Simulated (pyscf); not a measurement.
`[F][B]1[CH2][CH2]1` -> `[B][F]` [singlet] + `[CH2]=[CH2]` (cycloreversion; singlet surface; B–C, B–C broken, none formed). Single points on ωB97X-D3(BJ)/def2-SVP structures (PySCF, gas phase). MP2 and CC: frozen core, UHF for open shells. ΔMP2 is the change of the MP2 total energy from the triple- to the quadruple-zeta basis. Energies in kcal/mol from the reactant's lowest minimum found.

```tsv
level	barrier	reaction energy
ωB97X-D3(BJ)/def2-TZVP	61.2	+42.9
PBE/def2-TZVP	50.3	+45.5
B3LYP-D3(BJ)/def2-TZVP	___	+39.1
PBE0-D3(BJ)/def2-TZVP	56.5	+48.0
HF/def2-TZVP	65.4	+27.4
CCSD/def2-TZVPP	54.5	+33.6
CCSD(T)/def2-TZVPP + ΔMP2(QZVPP)	___	___
```

Task: What belongs in the gaps?

Result: 
- B3LYP-D3(BJ)/def2-TZVP, barrier: 52.3
- CCSD(T)/def2-TZVPP + ΔMP2(QZVPP), barrier: 49.9
- CCSD(T)/def2-TZVPP + ΔMP2(QZVPP), reaction energy: +34.6

This is the saddle that the search found; another between the same sides may lie lower. A restricted solution here is unstable towards spin polarisation, so biradical character is likely and single-reference numbers are less safe. The CCSD(T) − MP2 part came from Ansatz, without density fitting, on the same reference.
